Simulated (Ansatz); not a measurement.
hcp Re, relaxed in Ansatz (plane waves) with several semilocal functionals. Each gives its own volume and its own elastic constant C11:

| level | V0 (Å³/atom) | elastic constant C11 (GPa) | ln V0 | ln C11 |
|---|---|---|---|---|
| LDA | 14.331 | 673.2 | 2.6624 | 6.5120 |
| PBEsol | 14.553 | 653.6 | 2.6778 | 6.4825 |
| PBE | 14.949 | 608.3 | 2.7046 | 6.4107 |

Fit a straight line to ln C11 against ln V0. What does it predict for r²SCAN, whose volume is 14.698 Å³/atom?

With x = ln V0 and y = ln C11: means 2.68160 and 6.46840; Σ(Δx Δy) = -0.002218, Σ(Δx²) = 0.0009121, so the slope is -2.43. At x = 2.6877 the line gives y = 6.46840 + (-2.43) × (2.6877 − 2.68160) = 6.4536, or 635.0 GPa. The run with r²SCAN gives 643.2 GPa, +1.3 % from the line. The rows used scatter about it by up to 0.5 %, while the largest value lies 11 % above the smallest.

Measured: 616 GPa (measured, temperature not stated, no zero-point or thermal correction; as tabulated in Mehl and Papaconstantopoulos (1996), arXiv:mtrl-th/9602003).

Ansatz's density-functional and Hartree–Fock values are scalar-relativistic unless marked +SOC, with PAW data made under PBE.

Ansatz is a program for electronic structure.
